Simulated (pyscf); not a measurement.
Single points on ωB97X-D3(BJ)/def2-SVP structures (PySCF, gas phase).

Task: `[CH3][AlH][OH]` + `[H][H]` → `[CH3][AlH2]` + `[OH2]`
Surface: singlet. Broken: Al–O, H–H. Formed: Al–H, H–O. Give ΔE‡ and ΔE from ωB97M-D3(BJ)/def2-TZVP, relative to the separated reactants.

Result: ΔE‡ = 101.1 kJ/mol, ΔE = +128.6 kJ/mol. Zero-point energy shifts the barrier by +12.5 kJ/mol. It is a four-centre exchange, with an imaginary mode of 1280i cm⁻¹. On the product side the descent ends in an adduct with a Al–O contact, 90.9 kJ/mol under the separated species and 60.3 kJ/mol under the saddle at ωB97X-D3(BJ)/def2-TZVP. At ωB97M-D3(BJ) the saddle lies under the separated products, which points to a path from their complex (located at ωB97X-D3(BJ) alone), and parting the products costs more than the saddle. What is counted as broken (Al–O) persists as a longer contact in the product adduct; parting that adduct is a step of its own. At the saddle there is also a short Al–H contact that neither side keeps. This is the saddle that the search found; another between the same sides may lie lower.
